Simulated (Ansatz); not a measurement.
# SiH4NF (SMILES N[SiH2]F): single points off equilibrium

Aim: energy, forces and dipole at a structure displaced at random from a GFN2-xTB minimum, from CCSD(T) and from density functionals.

Computed with Ansatz 0.2.0, Gaussian basis. Level: single points in def2-TZVPP.

Correlated methods freeze the cores.

## (1) The system as given

7 atoms, charge 0, spin multiplicity 1.

Atoms are counted from 1 here; the program's logs count them from 0.

Bond lengths: N1–Si2 1.749 Å, N1–H4 0.990 Å, N1–H5 0.687 Å, Si2–F3 1.533 Å, Si2–H6 1.315 Å, Si2–H7 1.515 Å. Angles: Si2–N1–H4 109.0°, Si2–N1–H5 107.0°, H4–N1–H5 117.7°, N1–Si2–F3 114.5°, N1–Si2–H6 117.7°, N1–Si2–H7 95.9°, F3–Si2–H6 99.3°, F3–Si2–H7 96.2°, H6–Si2–H7 131.9°.

Coordinates:

```xyz
7
charge 0, multiplicity 1
N    -0.8768    0.5247   -0.5592
Si    0.4332    0.0076    0.4780
F     0.4393   -1.4924    0.7959
H    -0.8441    0.0061   -1.4020
H    -1.4527    0.4931   -0.1866
H     0.4672    0.4841    1.7034
H     1.4813   -0.0521   -0.6142
```

## (2) CCSD(T)/def2-TZVPP

run/in.yaml reads:

```yaml
crystal:
  periodic: [false, false, false]
  atoms:
    - {symbol: N, position_ang: [-0.876800, 0.524700, -0.559200]}
    - {symbol: Si, position_ang: [0.433200, 0.007600, 0.478000]}
    - {symbol: F, position_ang: [0.439300, -1.492400, 0.795900]}
    - {symbol: H, position_ang: [-0.844100, 0.006100, -1.402000]}
    - {symbol: H, position_ang: [-1.452700, 0.493100, -0.186600]}
    - {symbol: H, position_ang: [0.467200, 0.484100, 1.703400]}
    - {symbol: H, position_ang: [1.481300, -0.052100, -0.614200]}
basis:
  gaussian: {orbitals: def2-TZVPP}
correlation: {method: ccsd_t}
output: {forces: true}
```

Started as:

```
> ansatz run in.yaml --threads 4 --pin off --events-out ev --progress --plain --max-ram 5222MiB
```

## (3) PBE0-D4/def2-TZVPP

run/in.yaml, as its differences from that of step 2:

```diff
@@ -12,3 +12,3 @@
   gaussian: {orbitals: def2-TZVPP}
-correlation: {method: ccsd_t}
-output: {forces: true}
+hamiltonian: {xc: pbe0, dispersion: d4}
+output: {forces: true, orbitals: {seedname: orbitals}}
```

## (4) wB97M-V/def2-TZVPP

run/in.yaml, as its differences from that of step 3:

```diff
@@ -12,3 +12,3 @@
   gaussian: {orbitals: def2-TZVPP}
-hamiltonian: {xc: pbe0, dispersion: d4}
-output: {forces: true, orbitals: {seedname: orbitals}}
+hamiltonian: {xc: {name: wB97M-V}}
+output: {forces: true}
```

## (5) r2SCAN-D4/def2-TZVPP

run/in.yaml, as its differences from that of step 4:

```diff
@@ -12,3 +12,3 @@
   gaussian: {orbitals: def2-TZVPP}
-hamiltonian: {xc: {name: wB97M-V}}
+hamiltonian: {xc: r2scan, dispersion: d4}
 output: {forces: true}
```

## (6) PBE-D4/def2-TZVPP

run/in.yaml, as its differences from that of step 5:

```diff
@@ -12,3 +12,3 @@
   gaussian: {orbitals: def2-TZVPP}
-hamiltonian: {xc: r2scan, dispersion: d4}
+hamiltonian: {xc: pbe, dispersion: d4}
 output: {forces: true}
```

## (7) CAM-B3LYP-D4/def2-TZVPP

run/in.yaml, as its differences from that of step 6:

```diff
@@ -12,3 +12,3 @@
   gaussian: {orbitals: def2-TZVPP}
-hamiltonian: {xc: pbe, dispersion: d4}
+hamiltonian: {xc: {name: CAM-B3LYP}, dispersion: d4}
 output: {forces: true}
```

## (8) B97M-V/def2-TZVPP

run/in.yaml, as its differences from that of step 7:

```diff
@@ -12,3 +12,3 @@
   gaussian: {orbitals: def2-TZVPP}
-hamiltonian: {xc: {name: CAM-B3LYP}, dispersion: d4}
+hamiltonian: {xc: {name: B97M-V}}
 output: {forces: true}
```

(Steps that only read results are left out.)

Q: Predict the outcome of this session. Wanted: energy less free atoms, CCSD(T)/def2-TZVPP; RMS force component; RMS force error; HOMO and LUMO, PBE0-D4; T1 diagnostic.

The runs gave:

| quantity | value |
| --- | --- |
| energy less free atoms, CCSD(T)/def2-TZVPP | -423.0 kcal/mol |
| RMS force component | 14.226 to 14.355 eV/Å over the methods |
| RMS force error | PBE0-D4 0.064, wB97M-V 0.111, r2SCAN-D4 0.092, PBE-D4 0.220, CAM-B3LYP-D4 0.147, B97M-V 0.183 eV/Å |
| HOMO and LUMO, PBE0-D4 | -8.36 and 0.17 eV |
| T1 diagnostic | 0.011 |

Against CCSD(T) the functionals' energies less atoms differ by -21.9 to -7.4 kcal/mol, PBE-D4 by -14.6 kcal/mol. The reference is not at the basis limit: in triple zeta CCSD(T) underbinds, which counts against methods that bind more; the gaps are no ranking. On forces the order runs from PBE0-D4 to PBE-D4.
